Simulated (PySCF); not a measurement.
**How methods differ on the ionisation energy of Mg**

Mg [Ne] 3s2 (1S) → Mg+ [Ne] 3s1 (2S), as a difference of total energies. Computed with PySCF 2.14 in aug-cc-pVDZ (5s4p2d, 27 functions), with the non-relativistic Hamiltonian (point nucleus). Correlated levels: valence: [Ne] frozen. The calculations carry no spin-orbit coupling.

Task: Order these methods by the ionisation energy they give, lowest first.
A. CCSD (valence)
B. MP2 (valence)
C. PBE0
D. UHF

Result: D (6.624 eV), B (7.214 eV), A (7.520 eV), C (7.577 eV).

Errors of the correlated levels include the incompleteness of this basis and the frozen core.

With two correlated electrons CCSD is exact in that space.

For comparison: 7.646 eV (measured; NIST Atomic Spectra Database, ionization energies).
